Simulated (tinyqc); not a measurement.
Inside a calculation (part 2 of 2). Method: MP2 on RHF in the sto-3g basis, for H2O, spin multiplicity 1. Computed by tinyqc, a small Python program that keeps every step (integrals from PySCF). Command: `OMP_NUM_THREADS=1 python tinyqc.py 26307 26308 out.jsonl` (the two numbers bound the seeds that draw the settings). One thread of a shared host (Intel(R) Xeon(R) Processor @ 2.60GHz), about 0.1 s of CPU time with the checks.

Geometry (angstrom):
```
atom         x          y         z
O     0.000000   0.000000  0.000000
H     0.000000   0.786000  0.636000
H     0.000000  -0.786000  0.636000
```

## Integrals over molecular orbitals

coefficients C:
```
              MO1        MO2        MO3        MO4       MO5        MO6        MO7
1O 1s    0.994260  -0.234884   0.000000   0.101413  0.000000  -0.123614   0.000000
1O 2s    0.025472   0.853066   0.000000  -0.523967  0.000000   0.790459   0.000000
1O 2px   0.000000   0.000000   0.000000   0.000000  1.000000   0.000000   0.000000
1O 2py   0.000000   0.000000   0.609174   0.000000  0.000000   0.000000   0.954557
1O 2pz   0.003913   0.113751   0.000000   0.757776  0.000000   0.751886   0.000000
2H 1s   -0.005382   0.153877   0.449374   0.301085  0.000000  -0.757621  -0.795119
3H 1s   -0.005382   0.153877  -0.449374   0.301085  0.000000  -0.757621   0.795119
```

core Hamiltonian H = T + V (hartree):
```
             1O 1s      1O 2s     1O 2px     1O 2py     1O 2pz      2H 1s      3H 1s
1O 1s   -32.662007  -7.598861   0.000000   0.000000  -0.017503  -1.536572  -1.536572
1O 2s    -7.598861  -9.280721   0.000000   0.000000  -0.209546  -3.408562  -3.408562
1O 2px    0.000000   0.000000  -7.413292   0.000000   0.000000   0.000000   0.000000
1O 2py    0.000000   0.000000   0.000000  -7.546581   0.000000  -1.865691   1.865691
1O 2pz   -0.017503  -0.209546   0.000000   0.000000  -7.500562  -1.575014  -1.575014
2H 1s    -1.536572  -3.408562   0.000000  -1.865691  -1.575014  -4.866029  -1.426043
3H 1s    -1.536572  -3.408562   0.000000   1.865691  -1.575014  -1.426043  -4.866029
```

Given earlier and not repeated: Two-electron integrals (ij|kl) in chemists' order.

(pq|rs) = sum C_ip C_jq C_kr C_ls (ij|kl), one index at a time.

one-electron integrals over orbitals h = C^T H C (hartree):
```
            1          2          3          4          5          6          7
1  -32.644792   0.560796   0.000000  -0.229726   0.000000   0.283657   0.000000
2    0.560796  -7.623184   0.000000   0.476974   0.000000  -1.323329   0.000000
3    0.000000   0.000000  -6.232715   0.000000   0.000000   0.000000  -1.723248
4   -0.229726   0.476974   0.000000  -6.834506   0.000000  -1.176453   0.000000
5    0.000000   0.000000   0.000000   0.000000  -7.413292   0.000000   0.000000
6    0.283657  -1.323329   0.000000  -1.176453   0.000000  -5.343933   0.000000
7    0.000000   0.000000  -1.723248   0.000000   0.000000   0.000000  -5.561765
```

Two-electron integrals over orbitals (pq|rs), unique and non-zero (hartree):
```
(11|11) 4.745423    (21|11) -0.420487   (21|21) 0.059101    (22|11) 1.008539
(22|21) -0.013732   (22|22) 0.725277    (31|31) 0.010897    (32|31) 0.017429
(32|32) 0.139355    (33|11) 0.787009    (33|21) -0.004508   (33|22) 0.634897
(33|33) 0.619028    (41|11) 0.180285    (41|21) -0.022690   (41|22) 0.014875
(41|33) 0.006226    (41|41) 0.026580    (42|11) -0.138884   (42|21) 0.008922
(42|22) -0.006329   (42|33) 0.005755    (42|41) 0.018379    (42|42) 0.126699
(43|31) -0.003211   (43|32) 0.022956    (43|43) 0.050373    (44|11) 0.974044
(44|21) -0.012694   (44|22) 0.669451    (44|33) 0.586426    (44|41) -0.010269
(44|42) -0.101590   (44|44) 0.750809    (51|51) 0.026012    (52|51) 0.032695
(52|52) 0.146280    (53|53) 0.027938    (54|51) -0.013127   (54|52) -0.046757
(54|54) 0.053508    (55|11) 1.115345    (55|21) -0.011835   (55|22) 0.749054
(55|33) 0.619530    (55|41) 0.005046    (55|42) -0.074644   (55|44) 0.714335
(55|55) 0.880159    (61|11) -0.221796   (61|21) 0.033546    (61|22) -0.000954
(61|33) 0.000488    (61|41) 0.000694    (61|42) 0.020724    (61|44) -0.018175
(61|55) -0.005864   (61|61) 0.029383    (62|11) 0.293677    (62|21) -0.006347
(62|22) 0.139770    (62|33) 0.073352    (62|41) 0.018657    (62|42) 0.024135
(62|44) 0.077508    (62|55) 0.152722    (62|61) 0.008363    (62|62) 0.099750
(63|31) 0.003053    (63|32) -0.037741   (63|43) -0.031736   (63|63) 0.071081
(64|11) 0.239945    (64|21) -0.002820   (64|22) 0.106143    (64|33) 0.045738
(64|41) 0.001471    (64|42) -0.040868   (64|44) 0.127766    (64|55) 0.129567
(64|61) -0.001262   (64|62) 0.060681    (64|64) 0.080270    (65|51) 0.014676
(65|52) 0.056022    (65|54) 0.001006    (65|65) 0.036996    (66|11) 0.799791
(66|21) -0.007196   (66|22) 0.608899    (66|33) 0.564813    (66|41) 0.020026
(66|42) 0.054296    (66|44) 0.549232    (66|55) 0.587093    (66|61) 0.008881
(66|62) 0.096873    (66|64) 0.047774    (66|66) 0.594434    (71|31) 0.014888
(71|32) 0.022420    (71|43) -0.004517   (71|63) 0.003635    (71|71) 0.020386
(72|31) 0.014194    (72|32) 0.045156    (72|43) -0.033764   (72|63) 0.033770
(72|71) 0.018434    (72|72) 0.063958    (73|11) 0.364362    (73|21) -0.007285
(73|22) 0.146162    (73|33) 0.089412    (73|41) -0.000596   (73|42) -0.078676
(73|44) 0.152397    (73|55) 0.193983    (73|61) -0.006568   (73|62) 0.073746
(73|64) 0.088102    (73|66) 0.040451    (73|73) 0.155752    (74|31) -0.009248
(74|32) -0.076643   (74|43) -0.003822   (74|63) 0.047962    (74|71) -0.012505
(74|72) -0.016670   (74|74) 0.070579    (75|53) 0.023750    (75|75) 0.024467
(76|31) 0.008515    (76|32) 0.093447    (76|43) 0.053281    (76|63) -0.063782
(76|71) 0.011165    (76|72) -0.008560   (76|74) -0.059276   (76|76) 0.113407
(77|11) 0.853854    (77|21) -0.009067   (77|22) 0.617436    (77|33) 0.600259
(77|41) 0.004101    (77|42) -0.015036   (77|44) 0.596195    (77|55) 0.617699
(77|61) -0.004409   (77|62) 0.065909    (77|64) 0.044683    (77|66) 0.561529
(77|73) 0.091930    (77|77) 0.609932
```

## Second-order Moller-Plesset energy

orbital energies (hartree): MO1 -20.252086, MO2 -1.245461, MO3 -0.586528, MO4 -0.452346, MO5 -0.390343, MO6 0.558243, MO7 0.673979

Hartree-Fock energy = -74.96461338 hartree

E2 = sum_ijab (ia|jb) [2 (ia|jb) - (ib|ja)] / (e_i + e_j - e_a - e_b) over occupied i, j and virtual a, b; the opposite-spin part is (ia|jb)^2 / denominator, the rest is same-spin, and SCS-MP2 scales them by 6/5 and 1/3.

Terms:
```
i  j  a  b    (ia|jb)    (ib|ja)  denominator       term
3  3  7  7   0.155752   0.155752    -2.521014  -0.009623
4  3  6  7   0.088102   0.047962    -2.271097  -0.004975
3  4  7  6   0.088102   0.047962    -2.271097  -0.004975
4  4  6  6   0.080270   0.080270    -2.021179  -0.003188
2  2  6  6   0.099750   0.099750    -3.607408  -0.002758
2  3  6  7   0.073746   0.033770    -3.064211  -0.002737
3  2  7  6   0.073746   0.033770    -3.064211  -0.002737
4  4  7  7   0.070579   0.070579    -2.252651  -0.002211
3  3  6  6   0.071081   0.071081    -2.289542  -0.002207
4  2  6  6   0.060681   0.060681    -2.814294  -0.001308
2  4  6  6   0.060681   0.060681    -2.814294  -0.001308
2  2  7  7   0.063958   0.063958    -3.838879  -0.001066
5  5  6  6   0.036996   0.036996    -1.897173  -0.000721
5  5  7  7   0.024467   0.024467    -2.128645  -0.000281
4  3  7  6   0.047962   0.088102    -2.271097  -0.000165
3  4  6  7   0.047962   0.088102    -2.271097  -0.000165
4  2  7  7  -0.016670  -0.016670    -3.045765  -0.000091
2  4  7  7  -0.016670  -0.016670    -3.045765  -0.000091
2  3  7  6   0.033770   0.073746    -3.064211   0.000068
3  2  6  7   0.033770   0.073746    -3.064211   0.000068
1  1  6  6   0.029383   0.029383   -41.620659  -0.000021
1  2  7  7   0.018434   0.018434   -22.845505  -0.000015
2  1  7  7   0.018434   0.018434   -22.845505  -0.000015
1  1  7  7   0.020386   0.020386   -41.852131  -0.000010
1  4  7  7  -0.012505  -0.012505   -22.052391  -0.000007
4  1  7  7  -0.012505  -0.012505   -22.052391  -0.000007
3  1  7  6  -0.006568   0.003635   -22.070837  -4.99e-06
1  3  6  7  -0.006568   0.003635   -22.070837  -4.99e-06
1  2  6  6   0.008363   0.008363   -22.614033  -3.09e-06
2  1  6  6   0.008363   0.008363   -22.614033  -3.09e-06
3  1  6  7   0.003635  -0.006568   -22.070837  -2.28e-06
1  3  7  6   0.003635  -0.006568   -22.070837  -2.28e-06
4  1  6  6  -0.001262  -0.001262   -21.820919  -7.30e-08
1  4  6  6  -0.001262  -0.001262   -21.820919  -7.30e-08
```

Pair energies (hartree; pair i-j sums ij and ji):
```
pair  opposite spin  same spin
1-1       -0.000031   0.000000
2-1       -0.000036   0.000000
2-2       -0.003824   0.000000
3-1       -0.000005  -0.000009
3-2       -0.004294  -0.001043
3-3       -0.011829   0.000000
4-1       -0.000014   0.000000
4-2       -0.002799   0.000000
4-3       -0.008861  -0.001419
4-4       -0.005399   0.000000
5-5       -0.001003   0.000000
```

MP2 correlation energy = -0.04056686 hartree

SCS-MP2 correlation energy = -0.04653837 hartree

MP2 total energy = -75.00518024 hartree
